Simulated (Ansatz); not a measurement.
# C3H4FN: up Jacob's ladder to CCSD(T)

One table from this session's results is given with a row withheld; the runs are named, their logs left out.

Program: Ansatz 0.2.0, Gaussian basis. Level of theory: functionals in def2-TZVPP, the program's frozen cores in correlated methods. These are calculated values, not measurements.

Plan: LDA (SPW92), PBE-D4, revPBE-D4, BLYP-D4, r2SCAN-D4, B97M-V, PBE0-D4, B3LYP-D4, r2SCANh-D4, r2SCAN0-D4, HSE06-D4, BHLYP-D4, CAM-B3LYP-D4, LC-ωPBE, ωB97X-V, ωB97M-V, B2PLYP, PBE-QIDH; CCSD(T)/def2-SVP; CCSD(T)/def2-TZVPP; MP2/def2-QZVPP; extrapolation to the limit; RPA on PBE.

### The relaxed structure

An earlier PBE0-D4 in a triple-zeta def2 set relaxation fixed the geometry.

SMILES `FC1=CCN1`, 9 atoms, charge 0, spin multiplicity 1.

Atoms are counted from 1 here; the program's logs count them from 0.

Bond lengths: F1–C2 1.313 Å, C2–C3 1.333 Å, C2–N5 1.396 Å, C3–C4 1.512 Å, C3–H6 1.076 Å, C4–N5 1.502 Å, C4–H7 1.092 Å, C4–H8 1.092 Å, N5–H9 1.016 Å. Angles: F1–C2–C3 136.4°, F1–C2–N5 123.2°, C3–C2–N5 100.2°, C2–C3–C4 86.7°, C2–C3–H6 137.0°, C4–C3–H6 135.5°, C3–C4–N5 88.0°, C3–C4–H7 115.8°, C3–C4–H8 116.7°, N5–C4–H7 112.4°, N5–C4–H8 111.4°, H7–C4–H8 110.6°, C2–N5–C4 84.8°, C2–N5–H9 116.6°, C4–N5–H9 115.7°.

The first run:

in.yaml reads:

```yaml
crystal:
  periodic: [false, false, false]
  atoms:
    - {symbol: F, position_ang: [1.074144, 1.340369, 1.583277]}
    - {symbol: C, position_ang: [0.534787, 0.590024, 0.650269]}
    - {symbol: C, position_ang: [0.975088, -0.222702, -0.310138]}
    - {symbol: C, position_ang: [-0.478032, -0.458051, -0.654863]}
    - {symbol: N, position_ang: [-0.837821, 0.551724, 0.397609]}
    - {symbol: H, position_ang: [1.920401, -0.469545, -0.760237]}
    - {symbol: H, position_ang: [-0.865730, -1.453508, -0.427651]}
    - {symbol: H, position_ang: [-0.805149, -0.135829, -1.645116]}
    - {symbol: H, position_ang: [-1.429090, 0.211117, 1.149851]}
basis:
  gaussian: {orbitals: def2-TZVPP}
hamiltonian: {xc: lda}
output: {orbitals: {seedname: orbitals}}
```

On the command line:

```bash
ansatz run in.yaml --threads 2 --pin off --events-out ev --progress --plain --max-ram 4352MiB
```

Among the steps run: LDA; PBE-D4 (GGA); revPBE-D4 (GGA); BLYP-D4 (GGA); r2SCAN-D4 (meta-GGA); B97M-V (meta-GGA); PBE0-D4 (hybrid); B3LYP-D4 (hybrid); r2SCANh-D4 (hybrid); r2SCAN0-D4 (hybrid); HSE06-D4 (hybrid); BHLYP-D4 (hybrid); CAM-B3LYP-D4 (range-separated); LC-ωPBE (range-separated); ωB97X-V (range-separated); ωB97M-V (range-separated); B2PLYP (double hybrid); PBE-QIDH (double hybrid).

One of the session's tables, all rows but one given; the rest of the session is left out.

It belongs to the step «Orbital energies across the functionals». 

| functional | HOMO (eV) | LUMO (eV) | gap (eV) |
| --- | --- | --- | --- |
| LDA (SPW92) | -5.46 | -0.22 | 5.24 |
| PBE-D4 | -5.29 | 0.00 | 5.29 |
| revPBE-D4 | -5.22 | 0.09 | 5.31 |
| BLYP-D4 | -5.16 | 0.08 | 5.24 |
| r2SCAN-D4 | -5.50 | 0.26 | 5.76 |
| B97M-V | -5.57 | 0.33 | 5.90 |
| PBE0-D4 | -6.51 | 1.01 | 7.53 |
| B3LYP-D4 | ? | ? | ? |
| r2SCANh-D4 | -5.96 | 0.63 | 6.60 |
| r2SCAN0-D4 | -6.66 | 1.18 | 7.84 |
| HSE06-D4 | -6.11 | 0.63 | 6.74 |
| BHLYP-D4 | -7.62 | 1.78 | 9.40 |
| CAM-B3LYP-D4 | -7.88 | 1.93 | 9.80 |
| LC-ωPBE | -9.22 | 3.25 | 12.47 |
| ωB97X-V | -8.85 | 3.08 | 11.92 |
| ωB97M-V | -8.76 | 2.61 | 11.37 |

**Question.** Estimate the row for B3LYP-D4.

Worked estimate for «HOMO (eV)». Against the share of exact exchange, BLYP-D4 (0, -5.16), BHLYP-D4 (0.5, -7.62) give a slope of -4.92 per unit share; at 0.2 the line stands at -6.14.

As computed: HOMO (eV): -6.31; LUMO (eV): 0.71; gap (eV): 7.02. In «HOMO (eV)» the line misses by +0.17.
